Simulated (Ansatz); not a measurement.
**What a trial cell of MoPb relaxes into**

Method: Ansatz, DFT PBE, scalar-relativistic, plane waves, PAW. Cutoff 420 eV, Γ-centred k mesh, Gaussian smearing, no spin polarisation in the final step.

The start puts MoPb on the caesium chloride structure type (Pm-3m, No. 221), with Mo in place of Cs, Pb in place of Cl, at a guessed volume.

```xyz
2
Lattice="3.6037 0.0000 0.0000 0.0000 3.6037 0.0000 0.0000 0.0000 3.6037" Properties=species:S:1:pos:R:3 pbc="T T T"
Mo    0.0000    0.0000    0.0000
Pb    1.8018    1.8018    1.8018
```

Cell and atoms relax at zero pressure; the relaxation can't lower the symmetry of the start. After a coarse first stage the cell is made exact in the group found at 0.06 Å.

Energies over the elements count from the elements' standard structures at the same level, with no empirical corrections.

Task: What does it relax into?

Result: It keeps Pm-3m (No. 221). The result has the caesium chloride structure. Conventional cell: a = 3.411 Å. Mo has 8 Pb at 2.95 Å and 6 Mo at 3.41 Å; around Pb lie 8 Mo at 2.95 Å and 6 Pb at 3.41 Å.

```
Mo Pb
1.0
     3.41111    0.00000    0.00000
     0.00000    3.41111    0.00000
     0.00000    0.00000    3.41111
Mo Pb
1 1
Direct
  0.00000 0.00000 0.00000
  0.50000 0.50000 0.50000
```

Task: What are its volume, energy, density and gap?

Result: The volume per atom is 19.85 Å³ and the density is 12.68 g/cm³. The energy over the elements is 0.91 eV/atom and the gap on the 16×16×16 mesh is 0 eV (a metal).

The final run used a 16×16×16 mesh on its 2-atom cell and 0.10 eV smearing. The k mesh leaves about 4 meV/atom of noise in metals. Spin–orbit coupling is left out. Symmetry constrained the relaxation, so the result can be a saddle point. The steps took about 40 core-seconds in all.

Cost: 3 runs of about 0.67 core-minutes in all, on Arm Neoverse V1 (shared hosts).